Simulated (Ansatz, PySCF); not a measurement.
Potential energy curve for CH5N, SMILES CN. The C1–N5 bond (C1 also carries H, H, H; N5 carries H, H) is pulled apart rigidly from the PBE0/def2-TZVP optimised geometry.

- RKS-PBE = restricted PBE/cc-pVDZ (Ansatz, a program for electronic structure)
- UKS-PBE = Ansatz with unrestricted PBE/cc-pVDZ
- RKS-TPSSh = restricted TPSSh/cc-pVDZ (PySCF 2.14.0)
- UCCSD(T) = CCSD(T) on UHF/cc-pVDZ, 2 core orbitals frozen run with PySCF

Energies relative to the lowest point of each curve near equilibrium, in kcal/mol; the last columns give the difference from UCCSD(T):

```csv
R / Å,RKS-PBE,UKS-PBE,RKS-TPSSh,UCCSD(T),RKS-PBE − UCCSD(T),UKS-PBE − UCCSD(T),RKS-TPSSh − UCCSD(T)
1.16,64.2,64.2,64.3,68.5,-4.2,-4.2,-4.2
1.23,32.7,32.7,32.7,35.1,-2.3,-2.3,-2.4
1.32,10.3,10.3,10.2,11.1,-0.9,-0.9,-1.0
1.38,3.1,3.1,3.0,3.4,-0.3,-0.3,-0.4
1.41,1.2,1.2,1.1,1.3,-0.1,-0.1,-0.2
1.45,0.0,0.0,0.0,0.0,0.0,0.0,0.0
1.49,0.1,0.1,0.2,0.1,0.1,0.1,0.1
1.54,1.8,1.8,1.9,1.7,0.0,0.0,0.2
1.59,4.6,4.6,4.8,4.6,0.0,0.0,0.2
1.70,13.6,13.6,14.1,14.0,-0.4,-0.4,0.1
1.78,21.5,21.5,22.2,22.2,-0.6,-0.6,0.1
1.95,39.4,39.4,40.6,40.5,-1.1,-1.1,0.1
2.19,63.1,63.1,65.2,65.2,-2.2,-2.2,0.0
2.40,80.2,80.2,83.4,81.6,-1.4,-1.4,1.8
2.59,92.7,90.3,96.8,89.6,3.1,0.6,7.2
2.87,106.6,97.5,112.1,93.5,13.1,4.0,18.6
3.18,117.2,101.0,124.1,94.5,22.7,6.5,29.5
3.55,125.4,102.8,133.5,94.9,30.5,7.9,38.6
3.93,130.7,103.6,139.6,95.1,35.6,8.5,44.5
4.34,134.1,104.0,143.7,95.2,38.9,8.7,48.4
5.15,137.0,104.1,147.3,95.3,41.7,8.8,52.1
```

RKS-PBE is furthest from UCCSD(T) at 5.15 (41.7 kcal/mol, above); its mean absolute difference over the points is 9.5 kcal/mol.

UKS-PBE is furthest from UCCSD(T) at 5.15 (8.8 kcal/mol, above); its mean absolute difference over the points is 2.8 kcal/mol.

RKS-TPSSh is furthest from UCCSD(T) at 5.15 (52.1 kcal/mol, above); its mean absolute difference over the points is 11.9 kcal/mol.

The restricted form behind RKS-PBE, RKS-TPSSh keeps the bonding electrons paired and can't separate into open-shell fragments. The unrestricted determinant behind UKS-PBE is spin-contaminated at 2.40 to 5.15 Å (<S²> up to 1.0, against 0.00 for a pure singlet). The unrestricted determinant behind UCCSD(T) is spin-contaminated at 1.95 to 5.15 Å (<S²> up to 1.0, against 0.00 for a pure singlet).
